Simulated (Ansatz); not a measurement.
Species: CH$_{3}$O, SMILES `O[CH2]` (H–C–O–H torsion 176°) (charge 0, multiplicity 2), formula CH₃O.

How many basis functions does Ansatz (an electronic-structure program) with frozen-core CCSD(T)/cc-pVTZ // PBE0-D3(BJ)/def2-TZVP use, how many core orbitals are frozen, and how many electrons are correlated?

102 basis functions and 2 frozen orbitals, which leaves 13 correlated electrons. Core time is of the order of seconds.
